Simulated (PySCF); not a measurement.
Species: dimethylphosphine, C2H7P.
SMILES: `P(C)C`

The calculation used PySCF, PBE0-D3(BJ)/def2-SVP geometry optimisation, gas phase.

Take the most abundant isotopes and a rigid rotor. 

(1) Give the principal moments of inertia and the rotational constants in cm⁻¹.

(2) Classify the top.

(3) What does the inertial defect say?

(4) Give the other two planar moments, Paa and Pbb, and the rms extents of the mass along the axes.

(5) List the rotational levels J(Ka,Kc) to J = 4 (MHz).

(6) Which lines would a microwave search look for?

(7) Estimate the classical rotational partition function at 10 K, 50 K and 100 K.

Answers

(1) Ia = 31.68, Ib = 72.66, Ic = 94.14 u·Å²; 505379 MHz·u·Å²/I gives 15954, 6955 and 5368 MHz, that is A = 0.53218, B = 0.23199, C = 0.17907 cm⁻¹.

(2) An asymmetric top: κ = (2 × 6955 − 15954 − 5368)/(15954 − 5368) = -0.70.

(3) Not planar: Δ = Ic − Ia − Ib = -10.20 u·Å². For a rigid frame Δ = −2 Σ m c², so Σ m c² = 5.10 u·Å² lies off the ab plane: 5.00 from hydrogen and 0.10 from heavier atoms. The atom farthest from that plane is 1.33 Å away.

(4) Paa = Σ m a² = (Ib + Ic − Ia)/2 = 67.57 and Pbb = Σ m b² = (Ia + Ic − Ib)/2 = 26.58 u·Å². With the mass M = 62.03 u, the rms extents √(P/M) along a, b and c are 1.04, 0.65, 0.29 Å.

(5) Above 0(0,0):
J = 1: 1(0,1) 12323, 1(1,1) 21323, 1(1,0) 22909
J = 2: 2(0,2) 36778, 2(1,2) 44382, 2(1,1) 49143, 2(2,1) 76141, 2(2,0) 76333
J = 3: 3(0,3) 72998, 3(1,3) 78858, 3(1,2) 88364, 3(2,2) 113110, 3(2,1) 114052, 3(3,1) 162187, 3(3,0) 162202
J = 4: 4(0,4) 120520, 4(1,4) 124634, 4(1,3) 140400, 4(2,3) 162253, 4(2,2) 164965, 4(3,2) 211824, 4(3,1) 211926, 4(4,1) 280066, 4(4,0) 280067
Those of J = 1 are B + C, A + C and A + B.

(6) The dipole components are |μa| = 0.00 D, |μb| = 1.19 D, |μc| = 0.52 D; the mirror of this Cs structure is the bc plane, so μa vanishes by symmetry and there are no a-type lines. Intensities carry the squares of the components, which stand as 1.00 : 0.20 (b : c). Some lines, for components of 0.1 D or more:

| type | branch | J(Ka,Kc) | MHz | lower level (cm⁻¹) |
| --- | --- | --- | --- | --- |
| b | R | 4(2,2) ← 3(3,1) | 2777 | 5.410 |
| c | Q | 4(1,4) ← 4(0,4) | 4114 | 4.020 |
| c | Q | 3(1,3) ← 3(0,3) | 5861 | 2.435 |
| b | Q | 3(1,2) ← 3(0,3) | 15366 | 2.435 |
| b | Q | 3(2,1) ← 3(1,2) | 25688 | 2.948 |
| b | R | 3(0,3) ← 2(1,2) | 28616 | 1.480 |
| b | Q | 2(2,1) ← 2(1,2) | 31758 | 1.480 |
| b | Q | 3(2,2) ← 3(1,3) | 34252 | 2.630 |
| b | Q | 4(2,3) ← 4(1,4) | 37619 | 4.157 |
| b | R | 4(0,4) ← 3(1,3) | 41662 | 2.630 |
| b | R | 3(1,3) ← 2(0,2) | 42081 | 1.227 |
| c | Q | 4(3,2) ← 4(2,2) | 46859 | 5.503 |
| b | Q | 3(3,0) ← 3(2,1) | 48150 | 3.804 |
| b | Q | 3(3,1) ← 3(2,2) | 49077 | 3.773 |
| b | R | 4(1,4) ← 3(0,3) | 51636 | 2.435 |
| c | R | 2(2,0) ← 1(1,0) | 53423 | 0.764 |
| b | R | 2(2,0) ← 1(1,1) | 55010 | 0.711 |
| c | R | 3(2,1) ← 2(1,1) | 64909 | 1.639 |
| c | R | 3(2,2) ← 2(1,2) | 68728 | 1.480 |
| b | R | 3(2,1) ← 2(1,2) | 69670 | 1.480 |
| c | R | 3(3,0) ← 2(2,0) | 85870 | 2.546 |
| b | R | 3(3,0) ← 2(2,1) | 86061 | 2.540 |
| c | R | 4(3,2) ← 3(2,2) | 98714 | 3.773 |
| b | R | 4(4,1) ← 3(3,0) | 117864 | 5.410 |

(7) Point group Cs, symmetry number σ = 1; q = (√π/σ)·√((kT/h)³/(ABC)), k/h = 20836.6 MHz/K: 218 at 10 K, 2440 at 50 K, 6910 at 100 K.

Not checked by PBE0-D3(BJ)/def2-SVP frequencies. No vibrational averaging or centrifugal distortion is included, and the geometry carries the error of its method. A rigid rotor knows nothing of internal rotation, which can split or shift real lines.
